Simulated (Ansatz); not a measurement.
C$_{4}$H$_{10}$O (`CCC(C)O`) at its PBE0-D4/def2-TZVP geometry, where that method's forces vanish. Charge 0, multiplicity 1.

```xyz
15

C     1.4013    1.3153    0.1330
C     0.1008    0.7318   -0.3918
C    -0.3324   -0.5387    0.3260
C    -1.6332   -1.0826   -0.2161
O     0.6275   -1.5750    0.1894
H     1.6432    2.2565   -0.3647
H     1.3416    1.5159    1.2073
H     2.2468    0.6429   -0.0401
H     0.1928    0.5088   -1.4605
H    -0.7004    1.4717   -0.2891
H    -0.4632   -0.3032    1.3953
H    -1.5247   -1.3291   -1.2753
H    -2.4339   -0.3477   -0.1100
H    -1.9193   -1.9900    0.3180
H     1.4530   -1.2765    0.5786
```

Problem. What forces (eV/Å) does PBE-D4/def2-TZVPP give on these atoms in the Gaussian-basis code of Ansatz? (An estimate is asked.)

Solution. The calculation gave: 
```
C1   0.004  0.026  0.003
C2   0.003  0.067 -0.003
C3  -0.163  0.186  0.027
C4  -0.051 -0.017  0.003
O5  -0.026 -0.588 -0.242
H6   0.062  0.184 -0.091
H7  -0.002  0.046  0.210
H8   0.176 -0.137 -0.029
H9   0.007 -0.045 -0.220
H10 -0.164  0.153  0.009
H11 -0.045  0.075  0.242
H12  0.013 -0.050 -0.214
H13 -0.158  0.135  0.016
H14 -0.072 -0.184  0.100
H15  0.416  0.149  0.188
```
